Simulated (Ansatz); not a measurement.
# CHN (singlet): wave-function methods side by side at distance N1–C2 = 1.434 Å, 6-31G

How much of the correlation energy of CHN (singlet) does each wave-function method recover here?

The runs use Ansatz 0.2.0, Gaussian basis; 6-31G, core rule «outside noble gas», up to 2 orbitals frozen.

The runs, in order: UHF; CCSD(T) on RHF; CCSD(T) on UHF; BCCD(T) on RHF; CISD; CCSDT(Q) on RHF; CCSDT(Q) on UHF; CISDTQ; CCSDTQ on RHF; CASSCF and MRCISD+Q, 2 electrons in 2 orbitals; CASSCF and NEVPT2, 2 electrons in 2 orbitals; CASSCF and MRCISD+Q, 10 electrons in 9 orbitals; CASSCF and NEVPT4(SD), 10 electrons in 9 orbitals; CASSCF and NEVPT2, 10 electrons in 9 orbitals; Full CI.

20 further runs of the same task are left out: 16 that didn't finish, 4 set aside as unsound or not needed.

**1. The system**

The geometry derives from a PBE0/def2-TZVP stationary point (not a proven minimum). One bond is set to the value named and the two fragments are kept rigid.

3 atoms, charge 0, spin multiplicity 1.

Atoms are counted from 1 here; the program's logs count them from 0.

Bond lengths: N1–C2 1.434 Å, N1–H3 0.997 Å. Angles: C2–N1–H3 180.0°.

**2. UHF**

The input, in.yaml:

```yaml
crystal:
  periodic: [false, false, false]
  atoms:
    - {symbol: N, position_ang: [0.000000, 0.000000, 0.145670]}
    - {symbol: C, position_ang: [0.000000, 0.000000, -1.288330]}
    - {symbol: H, position_ang: [0.000000, 0.000000, 1.142659]}
basis:
  gaussian: {orbitals: 6-31G}
magnetization: {spin_polarized: true, initial_magnetization: 0}
hamiltonian: {xc: hf}
output: {orbitals: {seedname: orbitals}}
```

Run with:

```console
ansatz run in.yaml --threads 1 --pin off --events-out ev --progress --plain --max-ram 2393MiB
```

Further steps of the session: CCSD(T) on RHF; CCSD(T) on UHF; BCCD(T) on RHF; CISD; CCSDT(Q) on RHF; CCSDT(Q) on UHF; CISDTQ; CCSDTQ on RHF; CASSCF and MRCISD+Q, 2 electrons in 2 orbitals; CASSCF and NEVPT2, 2 electrons in 2 orbitals; CASSCF and MRCISD+Q, 10 electrons in 9 orbitals; CASSCF and NEVPT4(SD), 10 electrons in 9 orbitals; CASSCF and NEVPT2, 10 electrons in 9 orbitals; Full CI.

Before running them: what should the planned runs give, taken together? Wanted: FCI below the RHF energy; RMP2 from FCI; RCCSD from FCI; RCCSD(T) from FCI; RCCSDT(Q) from FCI; NEVPT2 pair from FCI; MRCISD+Q pair from FCI; NEVPT2 valence from FCI; T1 diagnostic.

**Answer**, as computed:

| quantity | value |
| --- | --- |
| FCI below the RHF energy | -6.8062 eV |
| RMP2 from FCI | +364.5 meV |
| RCCSD from FCI | +485.2 meV |
| RCCSD(T) from FCI | +47.5 meV |
| RCCSDT(Q) from FCI | -1.0 meV |
| NEVPT2 pair from FCI | +828.3 meV |
| MRCISD+Q pair from FCI | +322.4 meV |
| NEVPT2 valence from FCI | +427.6 meV |
| levels within 1 kcal/mol (43 meV) | BCCD(T), RCCSDT, RCCSDT(Q), RCCSDTQ, MRCISD+Q valence |
| T1 diagnostic | 0.037 |
| effectively unpaired electrons | 0.21 |

RCCSD(T) lands +47.5 meV from the yardstick (0.7 % of the correlation energy). The occupations show some static correlation. Of the multireference levels listed MRCISD+Q valence comes nearest in total energy (+32.7 meV), which doesn't show that its space is the better one. These misses are within one basis, not against nature.
